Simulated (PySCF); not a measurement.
Molecule: `InChI=1S/CH8BN/c1-3-2/h3H2,1-2H3`.

Mapped SMILES: `[BH3-:1][NH2+:2][CH3:3]` (H(Xn): hydrogen on atom n).

Spin–spin couplings on one PBE0-D3(BJ)/def2-SVP geometry, PySCF, gas phase, non-relativistic, equivalent pairs averaged (spin–dipole term only in couplings to heteroatoms); isotopes ¹³C, ¹H, ¹¹B, ¹⁵N; functional B3LYP.

**Question.** How do the couplings (Hz) change with the basis set? Times are CPU seconds on shared hosts with different chips, so compare them loosely. Far from the basis limit: 6-31G*, pcJ-0, def2-TZVP, cc-pVTZ.

**Answer.** 
| basis set | functions | ¹J(C3,H(C3)) | ¹J(B1,H(B1)) | ¹J(N2,H(N2)) | ¹J(N2,C3) | ¹J(B1,N2) | ²J(H(C3),H(C3)) | ²J(H(N2),H(N2)) | core-s |
| --- | --- | --- | --- | --- | --- | --- | --- | --- | --- |
| 6-31G* | 58 | 152.2 | 121.2 | -71.3 | -11.4 | -7.3 | -14.7 | -14.0 | 3.3 |
| pcJ-0 | 63 | 124.3 | 98.4 | -57.0 | -2.7 | -2.1 | -12.7 | -14.0 | 3.4 |
| def2-TZVP | 141 | 137.7 | 104.3 | -66.8 | -5.2 | -2.7 | -11.2 | -12.9 | 8.8 |
| pcJ-1 | 161 | 145.6 | 110.1 | -71.9 | -7.0 | -3.2 | -13.0 | -13.9 | 8.4 |
| cc-pVTZ | 202 | 129.5 | 104.3 | -59.1 | -2.6 | -1.3 | -10.6 | -12.1 | 13 |
| aug-cc-pVTZ-J | 298 | 146.8 | 110.3 | -72.5 | -5.7 | -3.0 | -13.3 | -13.8 | 29 |

The Fermi-contact term samples the wavefunction at the nucleus, which is why sets with added tight s functions (names with J) are made for couplings.
